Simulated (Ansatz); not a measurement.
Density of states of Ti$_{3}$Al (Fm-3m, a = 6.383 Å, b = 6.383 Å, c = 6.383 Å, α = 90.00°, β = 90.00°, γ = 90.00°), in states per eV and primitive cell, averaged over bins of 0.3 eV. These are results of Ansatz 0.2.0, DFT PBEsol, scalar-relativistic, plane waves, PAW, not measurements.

Cutoff 420 eV; k points 12×12×12 on the computed 4-atom cell (Γ-centred); Gaussian smearing, width 0.10 eV; collinear spin from starting moments 0.22 0.22 0.96 0 μB.

The cell is relaxed at this level. The states (both spins) are summed by tetrahedra on a 18×18×18 mesh at the self-consistent density. Energies are bin centres; the table starts no lower than −8 eV and ends at 6 eV, or lower where the solved bands end.

It is a metal at this level.

```csv
E − E_F (eV),total,Ti 3d up,Ti 3d down,Al 3p down,Al 3p up,Ti 4s down,Ti 4s up,Al 3s up,Al 3s down
-7.50,0.10,0.00,0.00,0.00,0.00,0.01,0.05,0.01,0.00
-7.20,0.25,0.00,0.00,0.00,0.00,0.07,0.09,0.03,0.02
-6.90,0.36,0.00,0.00,0.01,0.01,0.10,0.12,0.05,0.04
-6.60,0.47,0.01,0.01,0.01,0.01,0.13,0.14,0.06,0.06
-6.30,0.59,0.02,0.01,0.01,0.02,0.15,0.16,0.09,0.09
-6.00,0.76,0.03,0.03,0.02,0.02,0.17,0.18,0.14,0.13
-5.70,1.11,0.08,0.06,0.02,0.02,0.19,0.21,0.25,0.22
-5.40,1.86,0.21,0.17,0.02,0.02,0.23,0.20,0.48,0.46
-5.10,1.18,0.14,0.21,0.01,0.00,0.07,0.03,0.26,0.42
-4.80,0.00,0.00,0.00,0.00,0.00,0.00,0.00,0.00,0.00
-4.50,0.00,0.00,0.00,0.00,0.00,0.00,0.00,0.00,0.00
-4.20,0.08,0.01,0.00,0.00,0.03,0.00,0.03,0.00,0.00
-3.90,0.47,0.07,0.01,0.03,0.14,0.03,0.14,0.02,0.00
-3.60,2.05,0.44,0.11,0.20,0.47,0.18,0.39,0.09,0.02
-3.30,2.31,0.28,0.45,0.52,0.22,0.38,0.14,0.07,0.09
-3.00,1.22,0.25,0.24,0.19,0.18,0.10,0.11,0.04,0.06
-2.70,1.45,0.35,0.25,0.21,0.25,0.12,0.16,0.02,0.03
-2.40,1.74,0.47,0.34,0.27,0.27,0.15,0.15,0.01,0.02
-2.10,3.04,1.22,0.50,0.32,0.49,0.14,0.28,0.01,0.01
-1.80,4.73,1.49,1.34,0.65,0.67,0.20,0.25,0.00,0.00
-1.50,3.41,0.86,1.23,0.68,0.18,0.26,0.10,0.00,0.00
-1.20,3.26,1.79,0.70,0.14,0.27,0.09,0.16,0.00,0.00
-0.90,3.93,1.25,1.79,0.27,0.21,0.20,0.07,0.00,0.01
-0.60,5.43,3.72,0.93,0.18,0.29,0.06,0.04,0.01,0.00
-0.30,6.67,3.57,2.15,0.23,0.27,0.06,0.03,0.02,0.01
0.00,5.70,2.17,2.81,0.17,0.14,0.04,0.02,0.02,0.02
0.30,4.10,0.87,2.77,0.09,0.04,0.03,0.01,0.03,0.01
0.60,5.08,1.58,2.88,0.15,0.06,0.03,0.02,0.04,0.03
0.90,5.27,2.81,1.92,0.06,0.06,0.03,0.10,0.02,0.03
1.20,4.89,1.67,2.74,0.05,0.03,0.09,0.08,0.00,0.05
1.50,3.75,1.67,1.79,0.03,0.03,0.08,0.04,0.00,0.00
1.80,3.29,1.54,1.55,0.02,0.02,0.04,0.01,0.00,0.00
2.10,3.08,1.49,1.43,0.02,0.02,0.01,0.02,0.02,0.00
2.40,2.83,1.86,0.81,0.01,0.04,0.00,0.02,0.04,0.00
2.70,6.01,3.98,1.66,0.02,0.10,0.03,0.03,0.08,0.04
```

The columns after the total are the main Löwdin projections on the occupied valence shells of the potentials; 4 others are left out. The rest of the total lies in those, in shells that are empty in the free atom, which aren't projected, and between the atoms.

Only this magnetic start was tried.

Whether Ti3Al exists in this form wasn't checked.

Cost: 1 run of about 2.7 core-minutes, on Intel Xeon Processor @ 2.50GHz (Skylake/Cascade Lake) (shared hosts).